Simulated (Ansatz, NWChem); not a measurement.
C2H5Cl (chloroethane): from total energies to a heat of formation

C2H5Cl: 8 atoms, total charge 0, spin state singlet. SMILES: `CCCl`. Geometry: relaxed at PBE0-D4/def2-TZVP.

| atom | x (Å) | y (Å) | z (Å) |
| --- | --- | --- | --- |
| C | -0.4430 | 0.5858 | -0.3110 |
| C | 0.2771 | -0.6191 | 0.2371 |
| Cl | 1.8668 | -0.1745 | 0.9235 |
| H | -1.4093 | 0.2796 | -0.7222 |
| H | 0.1351 | 1.0590 | -1.1061 |
| H | -0.6206 | 1.3250 | 0.4715 |
| H | 0.4750 | -1.3610 | -0.5357 |
| H | -0.2810 | -1.0947 | 1.0429 |

Total energies at PBE0/6-311+G** (NWChem 7.3.0); the atoms run unrestricted:

| species | state | energy (Eh) |
| --- | --- | --- |
| C2H5Cl | singlet | -539.206805 |
| C | triplet | -37.802971 |
| Cl | doublet | -459.996076 |
| H | doublet | -0.501038 |

Harmonic wavenumbers at PBE0-D4/def2-TZVP, in cm⁻¹: 262, 333, 692, 787, 994, 1077, 1098, 1275, 1314, 1406, 1476, 1486, 1493, 3054, 3096, 3130, 3136, 3162.

Measured heats of formation of the gaseous atoms at 298.15 K, in kJ/mol: C 716.9, Cl 121.3, H 218.0. Spin-orbit lowering of the atoms at 298 K (mean of the ground term's levels less their thermal mean, from spectra), in kJ/mol: C 0.02, Cl 3.44. Take 1 Eh = 2625.50 kJ/mol, 1 cm⁻¹ = 0.0119627 kJ/mol, RT = 2.479 kJ/mol.

**Question.** Work out the heat of formation of the gas at 298 K.

**Answer.** 
1. Electronic atomisation energy: 2 × (-37.802971) + (-459.996076) + 5 × (-0.501038) − (-539.206805) = 1.099597 Eh = 2887.0 kJ/mol.
2. Zero-point energy: half the sum of the wavenumbers, 14635.5 cm⁻¹ = 175.1 kJ/mol.
3. Thermal vibrational enthalpy, Σ hcν̃/(exp(hcν̃/kT) − 1): 3.1 kJ/mol. Translation, rotation and pV of a non-linear molecule: 4 RT = 9.9 kJ/mol.
4. The 8 free atoms carry 5/2 RT each: 49.6 kJ/mol.
5. Spin-orbit coupling lowers the free atoms by 2 × 0.02 + 3.44 = 3.5 kJ/mol.
6. Atomisation enthalpy at 298 K: 2887.0 − 3.5 − 175.1 − 3.1 − 9.9 + 49.6 = 2745.0 kJ/mol.
7. Sum of the atoms' heats of formation: 2645.1 kJ/mol. Heat of formation: 2645.1 − 2745.0 = -99.9 kJ/mol.

The tabulated value is -111.2 kJ/mol (Active Thermochemical Tables), so this level is off by +11.3 kJ/mol, or 0.4 % of the atomisation enthalpy that the table implies (2756.3 kJ/mol). Anharmonicity and any spin-orbit splitting of the molecule are left out.
